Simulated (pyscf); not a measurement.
Single points on ωB97X-D3(BJ)/def2-SVP structures (PySCF, gas phase).

Problem. How much does it cost (ΔH, 298 K, ωB97M-D3(BJ)/def2-TZVP) to split H₃C–N(CH₃)–AlH₂ (SMILES C[N](C)[AlH2]) at its Al–H bond into [H₃C–N(CH₃)–AlH]• + H•?

Solution. Al–H to [H₃C–N(CH₃)–AlH]• + H•: 3.80 eV. The 7 functionals that were run give +3.45 (PBE) to +3.80 eV (ωB97M-D3(BJ)). The radicals are drawn with the spin at the cut bond; how far it spreads was not checked. H₃C–N(CH₃)–AlH₂ lies 1.60 eV over its isomer H₃C–Al(CH₃)–NH₂, and others may lie lower still (electronic energy, ωB97M-D3(BJ)). [H₃C–N(CH₃)–AlH]• lies 0.31 eV over its isomer [H₃C–Al(CH₃)–NH]•, and others may lie lower still (electronic energy, ωB97M-D3(BJ)).
